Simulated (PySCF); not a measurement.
C2HO, charge +2, doublet, at a GFN2-xTB geometry of the parent state (a state made from the parent by changing its charge; the spin is typed, not shown lowest); SVWN5/6-31G (PySCF).

Input for PySCF:
```python
from pyscf import gto, scf, dft

mol = gto.Mole()
mol.atom = '''
    C     0.020962   -0.291180   -1.196607
    C     0.004407    0.004021    0.017111
    H     0.107673   -0.539854   -2.209945
    O    -0.032486    0.282851    1.160865
'''
mol.basis = '6-31g'
mol.charge = 2
mol.spin = 1
mol.verbose = 3
mol.build()

mf = dft.UKS(mol)
mf.xc = 'lda,vwn'
mf.kernel()
mf.analyze()
```

Output, abridged:

```
converged SCF energy = -149.489838863932  <S^2> = 0.75393165  2S+1 = 2.0039278
**** MO energy ****
                             alpha | beta                alpha | beta
MO #1   energy= -19.4498884873982  | -19.4389140582997  occ= 1 | 1
MO #2   energy= -10.6354914477522  | -10.6223587105776  occ= 1 | 1
MO #3   energy= -10.6030860815522  | -10.6038268900855  occ= 1 | 1
MO #4   energy= -1.74753637756536  | -1.73269326840369  occ= 1 | 1
MO #5   energy= -1.45417916488422  | -1.43131997372179  occ= 1 | 1
MO #6   energy= -1.1661131602225   | -1.14865584250085  occ= 1 | 1
MO #7   energy= -1.10596572785068  | -1.09116326950683  occ= 1 | 1
MO #8   energy= -1.0980289499212   | -1.08854955827407  occ= 1 | 1
MO #9   energy= -1.09417244389727  | -1.06771865149681  occ= 1 | 1
MO #10  energy= -0.933532989626128 | -0.912068042993865 occ= 1 | 0
MO #11  energy= -0.932274578301336 | -0.881849286855907 occ= 0 | 0
MO #12  energy= -0.654123798368072 | -0.643638425973852 occ= 0 | 0
MO #13  energy= -0.652845210475644 | -0.62223684579266  occ= 0 | 0
MO #14  energy= -0.530678137222432 | -0.516926826881799 occ= 0 | 0
MO #15  energy= -0.407617134205263 | -0.399832476982227 occ= 0 | 0
MO #16  energy= -0.205096363563247 | -0.19672862507896  occ= 0 | 0
MO #17  energy= -0.135046552258792 | -0.127205129588075 occ= 0 | 0
MO #18  energy= -0.134814561880904 | -0.113574976419414 occ= 0 | 0

To work with the spin densities directly, `use mulliken_meta_spin()` only printing them here.

 ** Mulliken spin pop alpha/beta on meta-lowdin orthogonal AOs **
 ** Mulliken Spin Density (per atom)  **
spin density of  0 C =      0.65818
spin density of  1 C =     -0.01801
spin density of  2 H =     -0.01889
spin density of  3 O =      0.37873
 ** Mulliken pop alpha/beta on meta-lowdin orthogonal AOs **
 ** Mulliken atomic charges   ( Nelec_alpha | Nelec_beta ) **
charge of  0C =      0.63175  (     3.01321      2.35504 )
charge of  1C =      0.55765  (     2.71217      2.73018 )
charge of  2H =      0.37453  (     0.30329      0.32218 )
charge of  3O =      0.43607  (     3.97133      3.59260 )

WARN: System has nonzero charge 2; the dipole moment is origin-dependent.
Location of origin: [0. 0. 0.]

Dipole moment(X, Y, Z, Debye):  0.18405, -1.29084, -5.29329
```
